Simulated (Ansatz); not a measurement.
Isolated molecules relaxed with PBE0-D4/def2-TZVP in Ansatz; ΔE leaves out vibrations. CBS: MP2 limit from def2 TZ/QZ plus the TZ coupled-cluster correction, frozen cores. This one scheme is used for every species. One conformer a species, not always the lowest.

Consider the substitution at a C–F bond: `CC(F)C=N` + HCl → `CC(Cl)C=N` + H–F.

| species | CCSD(T)/def2-TZVPP energy (Eh) |
| --- | --- |
| `CC(F)C=N` | -272.10198 |
| HCl | -460.33125 |
| `CC(Cl)C=N` | -632.09467 |
| H–F | -100.34454 |

(1) Work out ΔE.

Largest T1 diagnostic among the species: 0.011.

## Answers

(1) ΔE = (-632.09467) + (-100.34454) − (-272.10198) − (-460.33125) = -0.00598 Eh = -3.8 kcal/mol. CCSD(T)/CBS gives -5.2 kcal/mol.

The D4 term adds −1.9 kcal/mol with B3LYP and −1.0 kcal/mol with PBE0; it sums over pairs of atoms, weighted by their polarisabilities, and B3LYP, whose exchange is more repulsive, gets the larger term. In def2-TZVPP, CCSD(T) changes the Hartree–Fock value by −4.5 kcal/mol (the triples alone add −0.8 kcal/mol) and MP2 by −7.6 kcal/mol.

B3LYP here is the variant with VWN-RPA as its local correlation; programs differ in this.
